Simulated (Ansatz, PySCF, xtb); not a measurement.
Dissociation curve of FLi, singlet.

Levels: GFN1-xTB (xtb); RCCSD(T) = Ansatz (a quantum-chemistry and plane-wave program) with CCSD(T) on RHF/cc-pVDZ, frozen core; RKS-M06-2X/6-31G* = restricted M06-2X/6-31G*, spherical d run with PySCF.

Total energies in hartree (comparable only within one method and basis):

```json
[
 {"R / Å": "1.34", "GFN1-xTB": "-5.50807", "RCCSD(T)": "-107.12224", "RKS-M06-2X/6-31G*": "-107.34478"},
 {"R / Å": "1.44", "GFN1-xTB": "-5.51946", "RCCSD(T)": "-107.14573", "RKS-M06-2X/6-31G*": "-107.36443"},
 {"R / Å": "1.52", "GFN1-xTB": "-5.52155", "RCCSD(T)": "-107.15378", "RKS-M06-2X/6-31G*": "-107.36981"},
 {"R / Å": "1.60", "GFN1-xTB": "-5.52005", "RCCSD(T)": "-107.15566", "RKS-M06-2X/6-31G*": "-107.36936"},
 {"R / Å": "1.69", "GFN1-xTB": "-5.51584", "RCCSD(T)": "-107.15303", "RKS-M06-2X/6-31G*": "-107.36452"},
 {"R / Å": "1.77", "GFN1-xTB": "-5.51082", "RCCSD(T)": "-107.14800", "RKS-M06-2X/6-31G*": "-107.35793"},
 {"R / Å": "1.80", "GFN1-xTB": "-5.50875", "RCCSD(T)": "-107.14567", "RKS-M06-2X/6-31G*": "-107.35511"},
 {"R / Å": "1.86", "GFN1-xTB": "-5.50439", "RCCSD(T)": "-107.14050", "RKS-M06-2X/6-31G*": "-107.34909"},
 {"R / Å": "1.94", "GFN1-xTB": "-5.49831", "RCCSD(T)": "-107.13284", "RKS-M06-2X/6-31G*": "-107.34056"},
 {"R / Å": "2.02", "GFN1-xTB": "-5.49206", "RCCSD(T)": "-107.12465", "RKS-M06-2X/6-31G*": "-107.33170"},
 {"R / Å": "2.08", "GFN1-xTB": "-5.48734", "RCCSD(T)": "-107.11830", "RKS-M06-2X/6-31G*": "-107.32497"},
 {"R / Å": "2.18", "GFN1-xTB": "-5.47950", "RCCSD(T)": "-107.10756", "RKS-M06-2X/6-31G*": "-107.31375"},
 {"R / Å": "2.31", "GFN1-xTB": "-5.46948", "RCCSD(T)": "-107.09359", "RKS-M06-2X/6-31G*": "-107.29937"},
 {"R / Å": "2.48", "GFN1-xTB": "-5.45687", "RCCSD(T)": "-107.07574", "RKS-M06-2X/6-31G*": "-107.28124"},
 {"R / Å": "2.69", "GFN1-xTB": "-5.44216", "RCCSD(T)": "-107.05479", "RKS-M06-2X/6-31G*": "-107.26035"},
 {"R / Å": "2.96", "GFN1-xTB": "-5.42497", "RCCSD(T)": "-107.03021", "RKS-M06-2X/6-31G*": "-107.23643"},
 {"R / Å": "3.28", "GFN1-xTB": "-5.40767", "RCCSD(T)": "-107.00535", "RKS-M06-2X/6-31G*": "-107.21274"},
 {"R / Å": "3.64", "GFN1-xTB": "-5.39227", "RCCSD(T)": "-106.98534", "RKS-M06-2X/6-31G*": "-107.19175"},
 {"R / Å": "4.06", "GFN1-xTB": "—", "RCCSD(T)": "-106.98976", "RKS-M06-2X/6-31G*": "-107.17348"},
 {"R / Å": "4.62", "GFN1-xTB": "—", "RCCSD(T)": "-106.93171", "RKS-M06-2X/6-31G*": "-107.15632"},
 {"R / Å": "5.31", "GFN1-xTB": "—", "RCCSD(T)": "-106.91837", "RKS-M06-2X/6-31G*": "-107.14159"}
]
```

A dash means that the run gave no value there, or that the column was ended at a point which the program doubted or which failed a test of continuity chosen for this set; such a test can also cut sound points.

The scan ran from 1.34 to 6.28 Å; beyond the distances shown full CI changes its symmetry label. The T1 diagnostic of CCSD on the restricted reference of RCCSD(T) exceeds 0.045 at 2.96 to 5.31 Å. The restricted form behind RKS-M06-2X/6-31G* keeps the bonding electrons paired and can't separate into open-shell fragments.
